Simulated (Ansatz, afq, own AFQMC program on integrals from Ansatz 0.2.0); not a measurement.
C2H2, singlet: a scan with AFQMC

```xyz
4

C     0.0000    0.0000    0.5528
C     0.0000    0.0000   -0.7378
H     0.0000   -0.9396    1.1020
H     0.0000    0.9396    1.1020
```

All coordinates are scaled about the centre. Energies in mEh count from this geometry (1.000) at the same level; the start stands on RHF, each point on the determinant named.

Basis cc-pVDZ. Noble-gas cores (and the filled d shells of Ga–Kr and In–Xe) are frozen. Ansatz 0.2.0 and our own AFQMC program on the same integrals; the CISD trial comes from CCSD amplitudes, and released means the phaseless constraint is let go. ± is one standard error of the sampling.

Cautions, each for one point or more: (Q) is large, so the cluster series hasn't closed; (T) is large; CCSDT(Q) on the UHF determinant differs, so the two series follow different states; cluster runs in doubt by the program's own checks; higher spins were not checked; released walk and highest rung disagree; restricted determinant unstable towards unrestricted; strong correlation; unrestricted determinant spin contaminated; walk and cluster series may follow different spin states.

```tsv
scale of all distances	det.	T1	weight	⟨S²⟩	CCSD	wB97M-V	CCSD(T)
0.883	RHF	0.014	0.90	pure	86.0	75.4	87.6
1.122	RHF	0.019	0.86	pure	28.0	35.7	25.6
1.313	RHF	0.025	0.81	pure	157.1	175.3	148.9
1.518	RHF¶	0.083	0.69	pure	308.0	328.5§	286.4
1.719	RHF‡¶	0.191	0.41	pure	430.8	446.3§	381.0
2.444	UHF‡¶	0.038	0.88	2.98	512.3	560.8§	519.2
```

Question: Estimate the curve of phaseless AFQMC with a CISD trial, counted from the same start.

Answer: 
```csv
scale of all distances,det.,T1,weight,⟨S²⟩,ph-AFQMC/CISD,CCSDT(Q)
0.883,RHF,0.014,0.90,pure,87.8 ± 0.6,87.9
1.122,RHF,0.019,0.86,pure,25.4 ± 0.8,25.2
1.313,RHF,0.025,0.81,pure,150.5 ± 1.1,147.6
1.518,RHF¶,0.083,0.69,pure,293.9 ± 2.0,286.2
1.719,RHF‡¶,0.191,0.41,pure,412.2 ± 2.3,371.6
2.444,UHF‡¶,0.038,0.88,2.98,518.9 ± 0.6,517.7
```

Weight is that of the determinant in the CISD state; at the start T1 is 0.016 and the weight 0.88. ¶ marks points with a poor determinant and no full CI, where no value is sure; they don't count among the departures. A double dagger marks points where the walks on two determinants ended up to 92.2 mEh apart; the lower is shown. Symmetry can't show for every point that it stays on the start's state. § marks a functional whose ⟨S²⟩ is too high by over 0.1. Largest departures from phaseless AFQMC with a CISD trial: CCSD(T) -1.6 mEh at 1.313 (on RHF) (within the noise), CCSDT(Q) -2.9 mEh at 1.313 (on RHF), CCSD 6.6 mEh at 1.313 (on RHF), wB97M-V 24.8 mEh at 1.313. The walk's constraint bias lies outside its error bars, so these are departures and not errors. Functionals count only at points shown to share the start's state and spin. In this small basis the wave-function levels are far from their limit, so their gap to the functionals isn't the functionals' error.

CCSDT and higher add their correlation energy to the determinant of the CCSD(T) run, since their own runs factorise the integrals more tightly (a shift of under 2 meV). A walk keeps the symmetry of its determinant, which the program's search chose and which needn't be the lowest solution, so a lower state of the same spin and another symmetry isn't excluded.
